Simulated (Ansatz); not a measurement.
# PH₂+ (singlet): wave-function methods side by side at scale of all distances = 1.000, cc-pVDZ

How much of the correlation energy of PH₂+ (singlet) does each wave-function method recover here?

Computed with Ansatz 0.2.0, Gaussian basis. Level: cc-pVDZ, core rule «outside noble gas», up to 5 orbitals frozen.

Plan: UHF; CCSD(T) on RHF; CCSD(T) on UHF; BCCD(T) on RHF; CISD; CCSDT(Q) on RHF; CCSDT(Q) on UHF; CISDTQ; CCSDTQ on RHF; CASSCF and MRCISD+Q, 2 electrons in 2 orbitals; CASSCF and NEVPT2, 2 electrons in 2 orbitals; CASSCF and MRCISD+Q, 6 electrons in 6 orbitals; CASSCF and NEVPT4(SD), 6 electrons in 6 orbitals; CASSCF and NEVPT2, 6 electrons in 6 orbitals; Full CI.

17 further runs of the same task are left out: 12 that didn't finish, 5 set aside as unsound or not needed.

## 1. The system

The geometry derives from a PBE0/def2-TZVP stationary point (not a proven minimum). All distances are scaled together.

3 atoms, charge 1, spin multiplicity 1.

Atoms are counted from 1 here; the program's logs count them from 0.

Bond lengths: P1–H2 1.429 Å, P1–H3 1.429 Å. Angles: H2–P1–H3 91.7°.

As a file:

```xyz
3
H2P
P     0.00000   -0.06082    0.00000
H     0.00000    0.93457   -1.02556
H     0.00000    0.93457    1.02556
```

## 2. UHF

Contents of in.yaml:

```yaml
crystal:
  periodic: [false, false, false]
  atoms:
    - {symbol: P, position_ang: [0.000000, -0.060825, 0.000000]}
    - {symbol: H, position_ang: [0.000000, 0.934570, -1.025556]}
    - {symbol: H, position_ang: [0.000000, 0.934568, 1.025558]}
basis:
  gaussian: {orbitals: cc-pVDZ}
total_charge: 1
magnetization: {spin_polarized: true, initial_magnetization: 0}
hamiltonian: {xc: hf}
output: {orbitals: {seedname: orbitals}}
```

Command:

```bash
$ ansatz run in.yaml --threads 1 --pin off --events-out ev --progress --plain --max-ram 2393MiB
```

After this run come: CCSD(T) on RHF; CCSD(T) on UHF; BCCD(T) on RHF; CISD; CCSDT(Q) on RHF; CCSDT(Q) on UHF; CISDTQ; CCSDTQ on RHF; CASSCF and MRCISD+Q, 2 electrons in 2 orbitals; CASSCF and NEVPT2, 2 electrons in 2 orbitals; CASSCF and MRCISD+Q, 6 electrons in 6 orbitals; CASSCF and NEVPT4(SD), 6 electrons in 6 orbitals; CASSCF and NEVPT2, 6 electrons in 6 orbitals; Full CI.

Q: Predict the results of all the runs planned. Wanted: FCI below the RHF energy; RMP2 from FCI; RCCSD from FCI; RCCSD(T) from FCI; RCCSDT(Q) from FCI; NEVPT2 pair from FCI; NEVPT2 valence from FCI; NEVPT4(SD) valence from FCI; T1 diagnostic.

**Answer**, as computed:

| quantity | value |
| --- | --- |
| FCI below the RHF energy | -3.5267 eV |
| RMP2 from FCI | +888.5 meV |
| RCCSD from FCI | +87.2 meV |
| RCCSD(T) from FCI | +20.2 meV |
| RCCSDT(Q) from FCI | +0.8 meV |
| NEVPT2 pair from FCI | +789.7 meV |
| NEVPT2 valence from FCI | +585.5 meV |
| NEVPT4(SD) valence from FCI | +87.3 meV |
| levels within 1 kcal/mol (43 meV) | RCCSD(T), BCCD(T), RCCSDT, CISDTQ, RCCSDT(Q), RCCSDTQ, MRCISD+Q valence |
| T1 diagnostic | 0.012 |
| effectively unpaired electrons | 0.08 |

In words: RCCSD(T) misses by +20.2 meV, 0.6 % of the correlation energy. One determinant dominates. Of the multireference levels listed MRCISD+Q valence comes nearest in total energy (+5.4 meV), which doesn't show that its space is the better one. These misses are within one basis, not against nature.
